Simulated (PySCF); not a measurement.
**PO⁺ at RHF**

Computed with RHF; P cc-pV(D+d)Z, O cc-pVDZ; no relativity (PySCF 2.14).

- state: ¹Σ⁺ (singlet), closed shell
- bond length: 139.3 pm
- harmonic wavenumber: 1634 cm⁻¹
- force constant: 16.6 mdyn/Å
- rotational constant Be: 0.8240 cm⁻¹
- anharmonicity ωexe: 5.26 cm⁻¹
- vibration–rotation constant αe: 0.00418 cm⁻¹
- well depth De to P⁺ + O: 3.98 eV
- dissociation energy D0: 3.88 eV
- HOMO–LUMO gap: 16.39 eV
- bond order (Mayer): 2.49
- dipole moment (positive dipole points towards O; it is taken about the centre of mass and depends on that origin): -3.91 D

For an ion De counts to the pair picked by the measured ionisation energies or electron affinities, which need not be the lowest pair at this level. Where the molecule has an RHF reference, its open-shell atoms are computed with UHF. Hartree–Fock leaves out correlation, which carries a large part of most bond energies and some tenths to 1 eV of ionisation energies.
